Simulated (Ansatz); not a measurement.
System: bcc Na. Method: PBE in Ansatz (plane waves, PAW).

Run with plane-wave cutoff 520 eV, 18×18×18 k mesh, Fermi–Dirac smearing 0.1 eV, perturbation theory, force constants from a 6×6×6 q mesh, scalar-relativistic PAW data made under PBE.

Computed at the level's own relaxed cell. Harmonic vibrational thermodynamics at fixed volume:

```tsv
T (K)	S_vib (J/K per mol of atoms)	C_V (J/K per mol of atoms)	F_vib (eV/atom)
0	0.00	0.00	0.0159
100	23.38	21.76	0.0052
300	49.30	24.55	-0.0745
700	70.28	24.87	-0.3284
800	73.60	24.89	-0.4030
900	76.53	24.90	-0.4808
1000	79.15	24.91	-0.5615
```

The crystal is taken as a harmonic solid at every temperature: melting, phase changes and thermal expansion are not seen, nor the electrons' share in a metal.

Ansatz is a quantum-chemistry and plane-wave program.
